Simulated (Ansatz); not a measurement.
How far each method lies from UCCSDT(Q) for [Cl···H···F], doublet

Geometry: a point of a hydrogen-transfer path between rigid fragments, not a stationary point.

```
atom   x (Å)   y (Å)    z (Å)
  Cl  0.0000  0.0000  -1.3070
   H  0.0000  0.0000   0.1650
   F  0.0000  0.0000   1.1420
```

Basis cc-pVTZ; Ansatz 0.2.0. Only valence electrons are correlated (noble-gas cores frozen), which leaves 15 electrons in 72 orbitals. Prefix R: restricted or restricted open-shell reference; prefix U: unrestricted. Active spaces: pair = (3e, 3o) about the gap; valence = (15e, 9o) chosen from the atoms' valence shells.

Full CI isn't at hand for all of this; UCCSDT(Q) serves as the reference, and is uncertain by about the last step of the cluster series. The frozen core follows each run's orbitals, which can shift R against U totals by a few meV.

* UHF ⟨S²⟩: 0.760
* T1 diagnostic (RCCSD): 0.0165
* largest doubles amplitude (RCCSD): 0.037
* T1 diagnostic (UCCSD): 0.0143

```json
{"level": "UHF", "E − E(RHF) (eV)": "-0.1559"}
{"level": "RMP2", "E − E(RHF) (eV)": "-12.2489"}
{"level": "UMP2", "E − E(RHF) (eV)": "-12.2204"}
{"level": "RCCSD", "E − E(RHF) (eV)": "-12.8226"}
{"level": "UCCSD", "E − E(RHF) (eV)": "-12.8274"}
{"level": "RCCSD(T)", "E − E(RHF) (eV)": "-13.2033"}
{"level": "UCCSD(T)", "E − E(RHF) (eV)": "-13.2035"}
```

(1) Estimate how far UCCSDT(Q) in cc-pVTZ lies from RCCSD(T). The table doesn't fix it; the size of (T) and the diagnostics are the guide.

(1) UCCSDT(Q) in cc-pVTZ lies 3.3 kJ/mol below RCCSD(T), which is 9 % of the (T) step (-36.7 kJ/mol). The diagnostics are small and one determinant leads, so the series closes fast and only a small part of (T) is left.

The other levels:

| level | E − E(UCCSDT(Q)) (kJ/mol) | share of correlation (%) | wall time |
| --- | --- | --- | --- |
| BCCD(T) | 3.1 | 99.76 | 3.9 s (H100) |
| RCCSDT | 1.5 | 99.89 | – |
| UCCSDT | 1.4 | 99.89 | – |
| RCCSDT(Q) | 0.3 | 99.98 | 41 s (H100) |
| CASSCF (pair space) | 1225.9 | 4.02 | – |
| NEVPT2 (pair space) | 112.3 | 91.21 | 4.6 s (H100) |
| MRCISD (pair space) | 133.5 | 89.55 | – |
| MRCISD+Q (pair space) | 26.6 | 97.92 | 4.5 s (H100) |
| CASSCF (valence space) | 1220.1 | 4.47 | – |
| NEVPT2 (valence space) | 209.0 | 83.64 | 3.1 s |
| MRCISD (valence space) | 131.9 | 89.67 | – |
| MRCISD+Q (valence space) | 27.0 | 97.89 | 4.9 s (H100) |

The correlation energy at UCCSDT(Q), counted from RHF, is -13.238 eV. That run took 29 s on 2 threads of AMD EPYC 7R13 with a shared H100 80 GB, shared host.

Times hold each run's SCF and search for its determinant on a shared host, so for small cases they say little of a method's own cost; rows without a card ran on 1 thread of AMD EPYC 7R13.

Natural occupations of CASSCF (valence space) about the gap: 2.000 1.999 1.999 1.984 1.001 0.017; effectively unpaired electrons, Σ n²(2−n)², 1.00.
